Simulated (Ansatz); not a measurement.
hcp Sc

These are HSE06 (Ansatz, a first-principles code, plane waves, PAW) values and carry that method's errors.

Settings: plane-wave cutoff 500 eV, 12×12×6 k mesh (along the axes of the cell as run), Fermi–Dirac smearing 0.1 eV, scalar-relativistic PAW data made under PBE.

Cell (relaxed at this level):

```
CELL_PARAMETERS angstrom
      1.66937    -2.89144     0.00000
      1.66937     2.89144     0.00000
      0.00000     0.00000     5.23938
ATOMIC_POSITIONS crystal
  Sc 0.33333 0.66667 0.25000
  Sc 0.66667 0.33333 0.75000
```

volume per atom: 25.29 Å³/atom
equilibrium lattice constant a: 3.339 Å
lattice parameter c: 5.239 Å

Measured, for comparison: lattice constant a 3.309 Å, lattice parameter c 5.268 Å (293 K, no zero-point or thermal correction; as tabulated in Wikipedia's data pages). Computed (rounded) less measured: lattice constant a +0.9 %, lattice parameter c -0.6 %. A static lattice is as a rule a little smaller and stiffer than an uncorrected measurement, which narrows the difference in the lattice parameter c and would widen misses of the other sign.

Note: exact exchange on metals is sensitive to the k mesh and can open a false gap; the run warned that the count of filled bands differs between k points.
